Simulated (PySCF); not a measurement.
This PySCF input (HF/6-31G**) gives -76.02228 Eh with 24 basis functions.

```python
import numpy as np, basis_set_exchange as bse
from pyscf import gto, scf, dft, df

basis = {'H': gto.basis.parse(bse.get_basis('6-31G**', elements=['H'], fmt='nwchem')), 'O': gto.basis.parse(bse.get_basis('6-31G**', elements=['O'], fmt='nwchem'))}
mol = gto.M(
    atom='''
    O     0.00702152    0.00134342    0.11666744
    H    -0.04995842    0.75929218   -0.47415850
    H    -0.00621371   -0.77003954   -0.45918106
    ''',
    basis=basis,
    charge=0,
    verbose=4,
    max_memory=8640,
)
mf = scf.RHF(mol)
mf = mf.density_fit(auxbasis=df.autoaux(mol))
mf.conv_tol = 1e-9
mf.max_cycle = 100
print('smallest overlap eigenvalue', np.linalg.eigvalsh(mol.intor('int1e_ovlp'))[0])
mf.kernel()
dip = mf.dip_moment()
```

Change:
```diff
- basis = {'H': gto.basis.parse(bse.get_basis('6-31G**', elements=['H'], fmt='nwchem')), 'O': gto.basis.parse(bse.get_basis('6-31G**', elements=['O'], fmt='nwchem'))}
+ basis = {'H': gto.basis.parse(bse.get_basis('cc-pVDZ', elements=['H'], fmt='nwchem')), 'O': gto.basis.parse(bse.get_basis('cc-pVDZ', elements=['O'], fmt='nwchem'))}
```

Question: What does the run give now?

Answer: -76.02645 Eh (HF/cc-pVDZ, 24 functions), a change of -4.17 mEh.
